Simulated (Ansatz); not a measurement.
System: C4H5, charge 0, doublet. C4H5 (SMILES [CH]=C1CC1, doublet).
B3LYP-D3(BJ)/def2-TZVP minimum from Ansatz (a quantum-chemistry and plane-wave program):
```
C
C 1 1.2816
H 2 1.0768 1 139.61
C 1 1.4761 2 149.30 3 -180.00
H 4 1.0838 1 117.61 2 71.91
H 4 1.0838 5 114.77 1 144.82
C 1 1.4956 2 149.37 3 0.00
H 7 1.0832 1 117.41 2 -71.92
H 7 1.0832 8 115.11 1 -144.65
```
Charge 0, spin multiplicity 2.

Total energies in cc-pVDZ, 21 correlated electrons, 4 frozen orbitals. UHF or UKS for unpaired electrons; spin-orbit terms are left out. Correlated methods leave the cores frozen. No relativity. The UHF reference of C4H5 ([CH]=C1CC1, doublet) is spin-contaminated (<S^2> up to 0.17 over the pure value in the sets run).

| method | program | energy (Eh) | minus CCSDT(Q) (mEh) |
|---|---|---|---|
| HF | Ansatz | -154.25826 | 571.91 |
| MP2 | Ansatz | -154.75609 | 74.09 |
| CCSD | Ansatz | -154.80709 | 23.09 |
| CCSD(T) | Ansatz | -154.82724 | 2.93 |
| CCSDT(Q) | Ansatz | -154.83018 | 0.00 |

Rough core times of Ansatz's runs on a shared machine: CCSD(T) under 20 s, CCSDT(Q) 20 min.
